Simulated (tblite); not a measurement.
C3H3FO.
Numbering: `[CH2:1]=[CH:2][C:3](=[O:4])[F:5]` (hydrogens: H6, H7 on C1; H8 on C2)

Cartesian coordinates in Å at the GFN2-xTB level; atoms count from 1:
```xyz
8
C3H3FO angstrom
C      1.2222    0.1596   -0.2439
C      0.1287   -0.0625    0.4764
C     -1.1878   -0.0904   -0.1591
O     -1.4887    0.0642   -1.2929
F     -2.1674   -0.3384    0.7618
H      1.1509    0.3218   -1.3075
H      2.2033    0.1860    0.1978
H      0.1478   -0.2308    1.5429
```

Computed with GFN2-xTB (tblite): harmonic, unscaled wavenumbers at the GFN2-xTB geometry, gas phase. This tight-binding method is rough: wavenumbers can miss measured ones by several per cent, in bad cases by 10 to 20. One conformer, not necessarily the lowest.

Harmonic wavenumbers (cm⁻¹): 100.5, 239.8, 437.2, 471.7, 597.4, 758.9, 829.1, 921.3, 1011.8, 1014.0, 1071.7, 1268.5, 1373.6, 1660.9, 1835.5, 3094.4, 3103.1, 3141.8.

A = 11009, B = 4206, C = 3044 MHz; mass 74.017 u (most abundant isotopes); point group Cs, symmetry number 1.

Q: What is the zero-point energy?

A: ½Σν̃ = 11466 cm⁻¹ = 32.78 kcal/mol.

Q: What is S at 273.15 K and 1 bar for an ideal gas of classical rigid rotors and harmonic oscillators?

A: Translation 38.41, rotation 24.98, vibration 7.25: S = 70.6 cal/(mol K).

Q: And Cp and H(273.15 K) − H(0)?

A: Cp = 17.54 cal/(mol K), of which vibrations give 9.59 (their classical limit is 18 R = 35.8); H(273.15 K) − H(0) = 3.33 kcal/mol without the zero-point energy, 1.16 from vibrations.

Q: Blend soft modes into free rotors: weight 1/[1 + (100 cm⁻¹/ν̃)⁴] for the oscillator and the rest for a rotor with moment μB/(μ + B), μ = h/(8π²ν), B = 10⁻⁴⁴ kg m². What vibrational entropy results?

A: 7.01 cal/(mol K) in place of 7.25, which changes −T·S at 273.15 K by +0.07 kcal/mol.

Q: How do the functions run with temperature in this model?

A: 
```json
{"T (K)": "150", "S (cal/(mol K))": "61.8", "Cp (cal/(mol K))": "12.5", "H − H(0) (kcal/mol)": "1.49", "G − H(0) (kcal/mol)": "-7.79", "ln q(vib)": "0.62"}
{"T (K)": "250", "S (cal/(mol K))": "69.1", "Cp (cal/(mol K))": "16.6", "H − H(0) (kcal/mol)": "2.94", "G − H(0) (kcal/mol)": "-14.35", "ln q(vib)": "1.33"}
{"T (K)": "298.15", "S (cal/(mol K))": "72.2", "Cp (cal/(mol K))": "18.6", "H − H(0) (kcal/mol)": "3.78", "G − H(0) (kcal/mol)": "-17.75", "ln q(vib)": "1.71"}
{"T (K)": "400", "S (cal/(mol K))": "78.2", "Cp (cal/(mol K))": "22.5", "H − H(0) (kcal/mol)": "5.88", "G − H(0) (kcal/mol)": "-25.42", "ln q(vib)": "2.55"}
{"T (K)": "600", "S (cal/(mol K))": "88.5", "Cp (cal/(mol K))": "28.2", "H − H(0) (kcal/mol)": "11.00", "G − H(0) (kcal/mol)": "-42.13", "ln q(vib)": "4.29"}
{"T (K)": "900", "S (cal/(mol K))": "101.1", "Cp (cal/(mol K))": "33.4", "H − H(0) (kcal/mol)": "20.32", "G − H(0) (kcal/mol)": "-70.64", "ln q(vib)": "6.83"}
```

q(vib) and H(0) count from the zero-point level.

Q: What must be added to the electronic energy to get the Gibbs energy at 273.15 K and 1 bar?

A: ZPE + [H(273.15 K) − H(0)] − T·S = 32.78 + 3.33 − 19.29 = 16.82 kcal/mol.

Hindered rotation and anharmonicity are outside this model. Other conformers, if any are populated, would add a mixing term that is left out.
